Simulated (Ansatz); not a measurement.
Cost and result for the atomization energy of C4H7N, SMILES `CC1CC1=N` (12 atoms, 12 bonds).

Z-matrix (Å, degrees):
```
C
C 1 1.504
H 1 1.093 2 110.8
H 1 1.093 2 111.2 3 119.7
H 1 1.093 2 111.0 3 -120.1
C 2 1.546 1 120.2 3 36.8
C 2 1.464 1 120.9 3 -31.4
H 2 1.088 1 115.4 3 -179.5
H 6 1.085 2 117.9 1 141.8
H 6 1.086 2 117.4 1 -1.9
N 7 1.254 2 151.6 1 -68.3
H 11 1.022 7 110.3 2 -3.1
```

Charge 0, multiplicity 1. The geometry is a stationary point of PBE0-D4/def2-TZVP. It is one conformer, not always the lowest. Program: Ansatz. All runs use 4 threads of an Arm Neoverse V1 on a shared host. Times are those of one run each, without the atoms' runs, and a repeat can differ threefold. Electronic energies, without spin–orbit coupling; frozen cores. CCSD(T)/CBS adds CCSD(T) − MP2 in def2-TZVPP to the MP2 limit, and its time is that of the two runs behind it. T1 = 0.011. B3LYP takes the VWN-RPA correlation (the form of Gaussian; ORCA's B3LYP/G).

CCSD(T)/CBS is a level of theory with its own doubt, some kJ/mol a heavy atom from the limit and from the frozen cores, so smaller differences don't rank the functionals.

```csv
level,functions,wall time,atomization (kJ/mol),difference from CCSD(T)/CBS,per bond
PBE0-D4/def2-TZVPP,253,2.8 s,4943.8,76.0,6.3
PBE-D4/def2-TZVPP (with forces),253,3 s,5045.7,177.9,14.8
r2SCAN-D4/def2-TZVPP (with forces),253,4.6 s,4897.2,29.4,2.5
B3LYP-D4/def2-TZVPP (with forces),253,4.7 s,4898.2,30.4,2.5
B2PLYP/def2-TZVPP,253,6.5 s,4843.0,-24.8,-2.1
ωB97X-V/def2-TZVPP,253,7.5 s,4897.9,30.1,2.5
ωB97M-V/def2-TZVPP (with forces),253,12 s,4902.9,35.1,2.9
MP2/def2-QZVPP,495,21 s,4901.6,33.8,2.8
CCSD(T)/def2-TZVPP,253,2.1 min,4748.1,-119.7,-10.0
CCSD(T)/CBS(def2),–,2.5 min,4867.8,0.0,0.0
```

The D4 term adds +32.7 kJ/mol with B3LYP and +17.2 kJ/mol with PBE0; it sums over pairs of atoms, weighted by their polarisabilities, and B3LYP, whose exchange is more repulsive, gets the larger term. In def2-TZVPP, CCSD(T) changes the Hartree–Fock value by +1245.5 kJ/mol (the triples alone add +79.2 kJ/mol) and MP2 by +1328.4 kJ/mol; breaking electron pairs costs correlation energy, which Hartree–Fock lacks. From PBE to PBE0 (25 % exact exchange), in def2-TZVPP and without D4, the atomization energy moves by −98.5 kJ/mol: exact exchange takes away binding that semilocal exchange gives to molecules.
